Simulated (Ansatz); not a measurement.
water (H2O), SMILES O.

Geometry optimised at B3LYP-D3(BJ)/def2-TZVPD.

Two levels are set side by side: PBE/def2-TZVPD (Ansatz, an electronic-structure program) and ωB97X-V/def2-TZVPD (Ansatz). Energy differences of separate SCF runs at the same geometry; the states with an electron removed or added have multiplicity 2 and 2. Differences are taken from unrounded values.

```csv
quantity,ωB97X-V,PBE,PBE minus ωB97X-V
vertical ionisation energy (eV),12.68,12.77,0.09
vertical singlet–triplet gap (eV),7.38,7.16,-0.22
```
